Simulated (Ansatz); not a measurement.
**Worked example: CClF3 + C2H4F2 → CF4 + C2H4ClF**

Species: CClF3 `FC(F)(F)Cl`, singlet; C2H4F2 (1,1-difluoroethane) `CC(F)F`, singlet; CF4 (tetrafluoromethane) `FC(F)(F)F`, singlet; C2H4ClF (1-chloro-1-fluoroethane) `CC(F)Cl`, singlet. The partners trade Cl for F; both sit on C, so the bond types are kept.

Shapes, held fixed at every level: PBE0-D4/def2-TZVP. Programs: Ansatz 0.2.0. The zero-point and thermal change to 298 K, harmonic and unscaled (PBE0-D4/def2-TZVP), is +0.8 kJ/mol.

At CCSD(T)/CBS estimate; 1 Eh = 2625.50 kJ/mol:

```
species  energy (Eh)
  CClF3  -797.197930
 C2H4F2  -278.098610
    CF4  -437.227218
C2H4ClF  -638.081656
```

Q: Work out ΔH(298 K) of the reaction at this level.

A: 
1. Products less reactants: (-437.227218) + (-638.081656) − [(-797.197930) + (-278.098610)] = -0.012334 Eh = -32.4 kJ/mol.
2. With the thermal change: -32.4 + (+0.8) = -31.6 kJ/mol.

Other levels give -41.4 (HF/def2-SVP) to -28.5 kJ/mol (wB97M-V/def2-TZVPP). No measured value is set beside it here. The CBS estimate extrapolates MP2 from def2-TZVPP and def2-QZVPP and adds CCSD(T) − MP2 in the triple-zeta set, cores frozen.
